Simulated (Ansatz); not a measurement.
# Which is lower?

Two relaxed structures of CH2NSi (charge +1), closed shell (PBE0-D4/def2-TZVP; forces vanish, vibrations not checked).

A:

C1  (1.181, 0.422, 0.227)
Si2  (-1.658, -0.621, 0.417)
N3  (0.107, 0.032, 0.184)
H4  (-1.776, -0.606, -1.091)
H5  (2.194, 0.791, 0.262)
(Å)

B:

| atom | x (Å) | y (Å) | z (Å) |
| --- | --- | --- | --- |
| C1 | 0.1283 | 0.0388 | 0.2104 |
| Si2 | -1.7236 | -0.6453 | 0.4171 |
| N3 | 1.2036 | 0.4304 | 0.2340 |
| H4 | -1.7598 | -0.6001 | -1.0971 |
| H5 | 2.1516 | 0.7763 | 0.2356 |

Computed with Ansatz 0.2.0 (basis: def2-TZVPP); correlated methods freeze the cores. B3LYP uses VWN-RPA correlation.

Problem. Which structure is lower at CCSD(T), and by how much? (An estimate is asked for; the value comes from the calculation.)

Solution. The calculation gives: A, by 0.391 eV (electronic energy, against the other). By their contacts, A is CH₂NSi ([CH][N][SiH]), total charge +1 and B is CH₂NSi ([NH][C][SiH]), total charge +1.

All methods give the same order:

```json
{"method": "PBE-D4", "E(B) − E(A) (eV)": "0.329"}
{"method": "r2SCAN-D4", "E(B) − E(A) (eV)": "0.348"}
{"method": "PBE0-D4", "E(B) − E(A) (eV)": "0.333"}
{"method": "B3LYP-D4", "E(B) − E(A) (eV)": "0.391"}
{"method": "wB97M-V", "E(B) − E(A) (eV)": "0.360"}
{"method": "HF", "E(B) − E(A) (eV)": "0.434"}
{"method": "MP2", "E(B) − E(A) (eV)": "0.443"}
{"method": "CCSD", "E(B) − E(A) (eV)": "0.401"}
{"method": "CCSD(T)", "E(B) − E(A) (eV)": "0.391"}
```

T1 diagnostic: at most 0.016. The restricted Hartree–Fock reference is unstable towards an unrestricted one at one or more of these structures.

Labels in which every atom is bracketed show which atoms are joined, not bond orders.

For scale, one of the runs: CCSD(T)/def2-TZVPP, 132 basis functions, launched by `ansatz run in.yaml --threads 2 --pin off --events-out ev --progress --plain --max-ram 4352MiB`. Time: 4.9 s of wall clock on 2 CPU threads of an Arm Neoverse V2; the host was shared. Peak host memory: 0.63 GiB.
